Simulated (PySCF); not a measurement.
# Electronic absorption of Cl2

Species: Cl₂.
SMILES: `ClCl`

Method used: TDDFT CAM-B3LYP/def2-SVPD, vertical, gas phase, core orbitals frozen in the response (PySCF 2.14.0, density-fitted response routines). Isolated species at its GFN2-xTB geometry, gas phase.

Predict the UV-vis stick spectrum at this level.

```tsv
state	E (eV)	ν̃ (cm⁻¹)	f	symmetry	main configurations (H = HOMO, L = LUMO)
S1	3.42	27560	0.0006	–	H-1/H→L (99%)
S2	3.42	27560	0.0006	–	H-1/H→L (99%)
S3	6.19	49890	0.0000	–	H-3/H-2→L (≥91%)
S4	6.19	49890	0.0000	–	H-3/H-2→L (≥91%)
S5	8.52	68710	0.0000	–	H-1/H→L+1 (≥94%)
S6	8.52	68710	0.0000	–	H-1/H→L+1 (≥94%)
S7	9.39	75720	0.551	Σu+	H-4→L (68%), H-1/H→L+4 (≥11%), H-1/H→L+3 (≥11%)
```

Triplets (Tamm–Dancoff): T1 2.57 eV, H-1/H→L (98%); T2 2.57 eV, H-1/H→L (98%).

The lowest singlet level (S1/S2) lies at 3.42 eV (363 nm, ultraviolet) and is very weak. The most intense listed level is S7 at 9.39 eV (132 nm, f = 0.551), 5.97 eV above S1. It is the last of those listed, so stronger ones may follow. S1/S2, S3/S4 and S5/S6 lie within about 0.01 eV of each other in each set; the point group D∞h has degenerate representations, and within a degenerate level the listed configurations can mix freely. Of the 7 states listed, 1 reaches f = 0.01 and 4 stay under 0.0005. The oscillator strengths of these states sum to 0.552; summed over the whole spectrum of an exact calculation they would give the number of electrons, 34 (Thomas–Reiche–Kuhn). Orbital energies (eV): HOMO-3 -13.15, HOMO-2 -13.15, HOMO-1 -10.31, HOMO -10.31, LUMO -2.44, LUMO+1 1.70, LUMO+2 2.12. No computed singlet lies in the visible range (380 to 750 nm); the lowest, at 363 nm, stands 0.15 eV above its violet end (3.26 eV); a Tamm–Dancoff triplet lies at 482 nm, without intensity as long as spin–orbit coupling is left out. Symmetry labels in D∞h follow from the direction of the transition dipole and are given only for states with f of 0.002 or more. Orbitals of the list HOMO-3 to LUMO+2 that lie within 0.01 eV of each other are written together with a slash and their weights summed (≥ marks a lower bound); for degenerate orbitals outside that list single weights are arbitrary. Singlets were solved by full linear response, triplets in the Tamm–Dancoff approximation. The highest level found (9.53 eV, f 0.075 so far) is left out, since the window may have cut off a degenerate partner.

Time: 1.4 s wall. Hardware: Arm Neoverse V1, one thread, shared host.
